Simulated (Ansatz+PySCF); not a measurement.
The numbers below are computed, except where a source is named.
## PySCF 2.14.0 run

```python
from pyscf import gto, scf, mp

mol = gto.M(atom="""
F 0.000000 0.000000 -1.143860
H 0.000000 0.000000 0.000000
F 0.000000 0.000000 1.143860
""", basis='def2-svp', charge=-1, spin=0)
mf = scf.UHF(mol)
mf.kernel()
pt = mp.MP2(mf, frozen=2).run()
print(mf.e_tot, pt.e_corr, pt.e_tot)
```

The script is written out from the run's settings.

The run gave:

| Property | Result |
| --- | --- |
| Converged | yes |
| Reference energy | -199.30107 hartree |
| Correlation energy | -0.39991 hartree |
| Total energy | -199.70099 hartree |

Caution: no diffuse functions for an anion.
